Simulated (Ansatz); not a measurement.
in.yaml

```yaml
crystal:
  periodic: [false, false, false]
  atoms:
    - {symbol: Ga, position_ang: [0.000000, 0.000000, 2.759123]}
    - {symbol: Be, position_ang: [0.000000, 0.000000, -0.699877]}
    - {symbol: H, position_ang: [0.000000, 0.000000, -2.059247]}
basis:
  gaussian: {orbitals: cc-pVDZ}
magnetization: {spin_polarized: false}
correlation: {method: ccsdt_q, electrons: outside_noble_gas}
```

```sh
$ ansatz run in.yaml --threads 1 --pin off --events-out ev --progress --plain --max-ram 2393MiB
```

Problem. Roughly how long does this take on 1 thread of Arm Neoverse V1, shared host, and how much host memory?

Solution. 2.5 s wall and 0.11 GiB.

```
847 factors; integrals over basis functions are off by at most 2.4e-7 eV
mean field evaluation 1: about -52743.8089 eV, gradient 1.0e1 eV
mean field evaluation 2: about -52743.8602 eV, gradient 1.0e1 eV
mean field evaluation 4: about -52745.1364 eV, gradient 1.2e0 eV
mean field evaluation 8: about -52745.1531 eV, gradient 2.1e-1 eV
mean field evaluation 16: about -52744.9501 eV, gradient 3.6e0 eV
mean field evaluation 32: about -52741.0522 eV, gradient 7.2e-7 eV
mean field evaluation 64: about -52740.8197 eV, gradient 5.6e0 eV
mean field evaluation 96: about -52741.0522 eV, gradient 2.8e-2 eV
mean field -52745.15360779 eV, -1938.3486431371 hartree, gradient 5.4e-7 eV, S^2 0.000000; 3 other end points of the search recorded, 0 dependent functions left out; unrestricted orbitals would lower it
determinant -52745.15360779 eV, -1938.3486431371 hartree, with singles and doubles -52748.17781099 eV, -1938.4597805548 hartree
determinant -52741.05223797 eV, -1938.1979205761 hartree, with singles and doubles -52744.54444597 eV, -1938.3262568532 hartree
15 core orbitals not correlated: weight in the atoms' cores, before any rotation towards them, 1.000 or more for the frozen orbitals, at most 0.000 for the correlated occupied ones
reference -52745.15360779 eV, -1938.3486431371 hartree; 3, 3 occupied and 28, 28 virtual orbitals, 847 factors
second order -2.16247925 eV of doubles, -0.00000000 eV of singles
cycle   1  -2.70944678 eV  change   -5.5e-1 eV  update   8.9e-2
cycle   2  -3.09613709 eV  change   -3.9e-1 eV  update   4.6e-2
cycle   3  -3.11715430 eV  change   -2.1e-2 eV  update   1.5e-2
cycle   4  -3.12801545 eV  change   -1.1e-2 eV  update   7.8e-3
cycle   5  -3.13063860 eV  change   -2.6e-3 eV  update   3.2e-3
cycle   6  -3.12968851 eV  change    9.5e-4 eV  update   1.3e-3
cycle   7  -3.12992049 eV  change   -2.3e-4 eV  update   5.4e-4
cycle   8  -3.13030229 eV  change   -3.8e-4 eV  update   3.1e-4
cycle   9  -3.13039882 eV  change   -9.7e-5 eV  update   2.0e-4
cycle  10  -3.13022526 eV  change    1.7e-4 eV  update   1.1e-4
cycle  11  -3.13020450 eV  change    2.1e-5 eV  update   5.4e-5
cycle  12  -3.13021724 eV  change   -1.3e-5 eV  update   2.2e-5
cycle  13  -3.13023921 eV  change   -2.2e-5 eV  update   9.6e-6
cycle  14  -3.13024517 eV  change   -6.0e-6 eV  update   3.4e-6
cycle  15  -3.13024478 eV  change    3.9e-7 eV  update   1.5e-6
cycle  16  -3.13024347 eV  change    1.3e-6 eV  update   7.0e-7
cycle  17  -3.13024266 eV  change    8.1e-7 eV  update   3.3e-7
cycle  18  -3.13024251 eV  change    1.4e-7 eV  update   1.5e-7
perturbative correction -0.00477547 eV, -0.0001754953 hartree
Total energy: -52748.28862578 eV, -1938.4638529231 hartree
```

For the same geometry and basis full CI lies 1.6 meV lower.
